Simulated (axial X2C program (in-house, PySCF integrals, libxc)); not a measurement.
Low determinants of NaSi at the PBE0 level, 2c

Calculated with an in-house all-electron X2C program for linear molecules (integrals from PySCF). Two-component (2c) means X2C with spin–orbit coupling and atomic mean-field two-electron Coulomb and Gaunt terms. Basis: Si dyall-v3z [8s7p2d1f], Na dyall-v3z [9s8p4d2f] (cores contracted in-house); Gaussian nuclei, density fitting, unrestricted open shells. Masses: Si 27.977 u, Na 22.990 u.

Search at 2.710 Å (vertical energies from the lowest determinant):

```json
{"ΔE (eV)": "0.00", "state": "Ω = 3/2", "electrons beyond evenly filled partner blocks": "ω = 3/2", "electrons in ±ω = 1/2, 3/2, 5/2, 7/2": "20 5 0 0"}
{"ΔE (eV)": "0.45", "state": "Ω = 1/2", "electrons beyond evenly filled partner blocks": "2 × ω = -1/2, ω = 3/2", "electrons in ±ω = 1/2, 3/2, 5/2, 7/2": "20 5 0 0"}
{"ΔE (eV)": "0.59", "state": "Ω = 1/2", "electrons beyond evenly filled partner blocks": "ω = 1/2", "electrons in ±ω = 1/2, 3/2, 5/2, 7/2": "21 4 0 0"}
{"ΔE (eV)": "1.02", "state": "Ω = 5/2", "electrons beyond evenly filled partner blocks": "2 × ω = 1/2, ω = 3/2", "electrons in ±ω = 1/2, 3/2, 5/2, 7/2": "20 5 0 0"}
{"ΔE (eV)": "1.04", "state": "Ω = 1/2", "electrons beyond evenly filled partner blocks": "ω = 1/2", "electrons in ±ω = 1/2, 3/2, 5/2, 7/2": "19 6 0 0"}
{"ΔE (eV)": "3.48", "state": "Ω = 7/2", "electrons beyond evenly filled partner blocks": "ω = 1/2, 2 × ω = 3/2", "electrons in ±ω = 1/2, 3/2, 5/2, 7/2": "19 6 0 0"}
{"ΔE (eV)": "4.00", "state": "Ω = 5/2", "electrons beyond evenly filled partner blocks": "ω = -1/2, 2 × ω = 3/2", "electrons in ±ω = 1/2, 3/2, 5/2, 7/2": "19 6 0 0"}
```

Lowest determinant, Ω = 3/2 (⟨Sz⟩ = 1.50, ⟨Lz⟩ = 0.00 at PBE0): Re = 2.700 Å, ωe = 256.6 cm⁻¹.

The determinant in row 2 of the search, Ω = 1/2 (⟨Sz⟩ = 0.50, ⟨Lz⟩ = 0.00 at PBE0), was followed along the bond at PBE0; measured from the minimum of the lowest determinant it gives:

Te = 0.444 eV (3580 cm⁻¹), Re = 2.757 Å, ωe = 230.2 cm⁻¹.

(1) Compare the bond of the determinant in row 2 with that of the lowest one.

The search compares states at one distance, so a state with another bond length can lie lower; it is not exhaustive and yields mostly the lowest determinant of each block pattern, so other components and higher states of one pattern are missing. These are energies of single determinants, not of spin-adapted states; PBE0 term energies can be off by some tenths of an eV, and the functional has no current term. The lowest determinant need not be the ground state where others lie within half an eV.

## Answers

(1) At PBE0 its Re is 0.057 Å longer and its force constant, which goes as ωe², is 0.80 times that of the lowest determinant. This determinant mixes spin states, so it has no term energy of its own.
